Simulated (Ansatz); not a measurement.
# C2H3F: interaction energy of a dimer with the counterpoise correction

How strongly do two molecules of C2H3F bind, and how much of that is basis error? A script is to give the interaction energy of a dimer with the counterpoise correction; the system is C2H3F. SMILES: C=CF.

Program: the Python package of Ansatz 0.2.0. Level of theory: MP2/def2-SVPD. These are calculated values, not measurements.

## (1) Starting point

Bond lengths: C1–C2 1.279 Å, C2–F3 1.327 Å, C1–H4 1.032 Å, C1–H5 1.142 Å, C2–H6 1.096 Å. Angles: C1–C2–F3 118.6°, C1–C2–H6 128.2°, F3–C2–H6 113.2°, C2–C1–H4 123.4°, C2–C1–H5 121.0°, H4–C1–H5 115.6°.

No structure file is read: the coordinates are typed or built in the script.

## (2) The code

Input file dimer_c2h3f.py:

```python
from dataclasses import dataclass

import ansatz as az


@dataclass(frozen=True)
class Options:
    basis_set: str = "def2-SVPD"
    level: str = "mp2"


cfg = Options()

FIRST = [
    ("C", (-0.5187, 0.0618, -0.4138)),
    ("C", (0.4779, 0.003, 0.3858)),
    ("F", (0.9098, -1.1898, 0.7755)),
    ("H", (-0.9994, -0.7733, -0.7843)),
    ("H", (-0.9325, 1.0669, -0.7648)),
    ("H", (1.0629, 0.8316, 0.8015)),
]
SECOND = [
    ("C", (-0.6471, -2.5253, 2.5687)),
    ("C", (-0.3638, -2.6476, 3.81)),
    ("F", (-0.014, -1.5638, 4.4913)),
    ("H", (-0.6306, -1.6221, 2.069)),
    ("H", (-0.9402, -3.4328, 1.9402)),
    ("H", (-0.3847, -3.5558, 4.4235)),
]

def energy(atoms, ghosts=()):
    molecule = az.Crystal.molecule()
    for symbol, xyz in atoms:
        molecule = molecule.atom(symbol, xyz)
    calc = (
        molecule.calculation()
        .basis(gaussian=cfg.basis_set)
        .correlation(cfg.level)
    )
    deck = calc.input()
    if ghosts:
        deck = deck.set(az.key.basis.gaussian.ghost_atoms, [{"symbol": s, "position_ang": list(xyz)} for s, xyz in ghosts])
    return az.Session.from_dict(deck).plan().execute().report["free_energy_ev"]

both = energy(FIRST + SECOND)
alone = energy(FIRST) + energy(SECOND)
ghosted = energy(FIRST, SECOND) + energy(SECOND, FIRST)
print(f"dimer {both:.6f} eV")
print(f"interaction, uncorrected   {23.060548 * (both - alone):8.3f} kcal/mol")
print(f"interaction, counterpoise  {23.060548 * (both - ghosted):8.3f} kcal/mol")
print(f"basis-set superposition    {23.060548 * (alone - ghosted):8.3f} kcal/mol")
```

## (3) The calls as engine input

The package turns the script's settings into the engine's input (first run):

```yaml
crystal:
  periodic: [false, false, false]
  atoms:
    - { symbol: C, position_ang: [-0.5187, 0.0618, -0.4138] }
    - { symbol: C, position_ang: [0.4779, 0.003, 0.3858] }
    - { symbol: F, position_ang: [0.9098, -1.1898, 0.7755] }
    - { symbol: H, position_ang: [-0.9994, -0.7733, -0.7843] }
    - { symbol: H, position_ang: [-0.9325, 1.0669, -0.7648] }
    - { symbol: H, position_ang: [1.0629, 0.8316, 0.8015] }
    - { symbol: C, position_ang: [-0.6471, -2.5253, 2.5687] }
    - { symbol: C, position_ang: [-0.3638, -2.6476, 3.81] }
    - { symbol: F, position_ang: [-0.014, -1.5638, 4.4913] }
    - { symbol: H, position_ang: [-0.6306, -1.6221, 2.069] }
    - { symbol: H, position_ang: [-0.9402, -3.4328, 1.9402] }
    - { symbol: H, position_ang: [-0.3847, -3.5558, 4.4235] }
basis:
  gaussian:
    orbitals: def2-SVPD
correlation:
  method: mp2
```

## (4) Launch

Command:

```console
$ python dimer_c2h3f.py
```

**Question.** How large is the interaction at this pose, and how much of it is basis-set superposition?

The runs gave:

| quantity | value |
| --- | --- |
| interaction energy, uncorrected | 0.125 kcal/mol |
| interaction energy, counterpoise | 2.723 kcal/mol |
| runs compared | 5 |

**Reading.** The pair is unbound at this geometry and level. Uncorrected it is 0.125 kcal/mol, with the counterpoise correction 2.723 kcal/mol; the difference, 2.598 kcal/mol, is the superposition error. In this basis both values are repulsive. The dimer is a generated trial pose of unrelaxed monomers, not a minimum, so the figure is no binding energy, and the basis set is small.
